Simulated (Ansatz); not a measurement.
O–C–PH, singlet in cc-pVDZ: errors against RCCSDT(Q)

Geometry: a PBE0/def2-TZVP stationary point for this spin, not checked as a minimum.

```xyz
4

O     0.0000    0.0189    1.7341
C     0.0000    0.0338    0.5856
P     0.0000   -0.0670   -1.0874
H     0.0000    1.3572   -1.0865
```

Basis cc-pVDZ; Ansatz 0.2.0. Correlated methods freeze the noble-gas cores, which leaves 16 electrons in 44 orbitals. Prefix R: restricted or restricted open-shell reference.

Full CI isn't at hand for all of this; RCCSDT(Q) serves as the reference, and is uncertain by the last step of the cluster series or more.

```
UHF ⟨S²⟩                          : 0.000
T1 diagnostic (RCCSD)             : 0.0198
largest doubles amplitude (RCCSD) : 0.097
```

| level | E − E(RHF) (eV) |
| --- | --- |
| RMP2 | -11.5104 |
| RCCSD | -11.9266 |
| RCCSD(T) | -12.4514 |

Q: Estimate how far RCCSDT(Q) in cc-pVDZ lies from RCCSD(T). The table doesn't fix it; the size of (T) and the diagnostics are the guide.

A: RCCSDT(Q) in cc-pVDZ lies 77 meV below RCCSD(T), which is 15 % of the (T) step (-525 meV). The diagnostics are small and the rest is a small part of (T), but (T) is large here. The miss exceeds 1 kcal/mol.

The other levels:

```json
{"level": "CISD", "E − E(RCCSDT(Q)) (meV)": "1947", "share of correlation (%)": "84.46", "wall time": "1.8 s"}
{"level": "BCCD(T)", "E − E(RCCSDT(Q)) (meV)": "70", "share of correlation (%)": "99.44", "wall time": "0.84 s"}
{"level": "RCCSDT", "E − E(RCCSDT(Q)) (meV)": "54", "share of correlation (%)": "99.57", "wall time": "–"}
```

The correlation energy at RCCSDT(Q), counted from RHF, is -12.529 eV. That run took 20 s on 1 thread of AMD EPYC 7B13, shared host.

Times hold each run's SCF and search for its determinant on a shared host, so for small cases they say little of a method's own cost; they ran on 1 thread of AMD EPYC 7B13. Some runs computed forces too.

Atomization energy (electronic, same basis, no zero-point term; atoms at the same level, unrestricted beside the R rows where the molecule is a closed shell, with restricted open-shell steps beyond CCSDT(Q)) at RCCSDT(Q): 1385.1 kJ/mol. Errors of other levels:

| level | error (kJ/mol) |
| --- | --- |
| RHF | -487.4 |
| RMP2 | 52.8 |
| CISD | -170.1 |
| RCCSD | -48.8 |
| RCCSD(T) | -5.2 |
| BCCD(T) | -4.2 |
| RCCSDT | -4.8 |

This basis is far from its limit, so the value isn't to be set against a measured one. Truncated CI isn't size-consistent, which counts against it in atomization.
